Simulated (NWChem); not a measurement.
Correlation energy of F (+1)

```
F
```
Charge +1, spin multiplicity 3.

Everything below was run with NWChem.

Basis set: cc-pVTZ. Each correlation energy counts from its own Hartree-Fock reference.

The correlated methods keep 1 core orbital frozen. No SCF solution was tested for a lower state. Open-shell Hartree-Fock references start from PBE0 orbitals. Coupled-cluster values serve here as a point of comparison, not as the truth.

### Question
Order these methods by the correlation energy they give, lowest first: SCS-UMP2, URI-MP2, CCSD on UHF, CCSD[T] on ROHF.

### Answer
CCSD[T] on ROHF (-167.1 mHa), CCSD on UHF (-158.5 mHa), URI-MP2 (-143.2 mHa), SCS-UMP2 (-141.5 mHa)
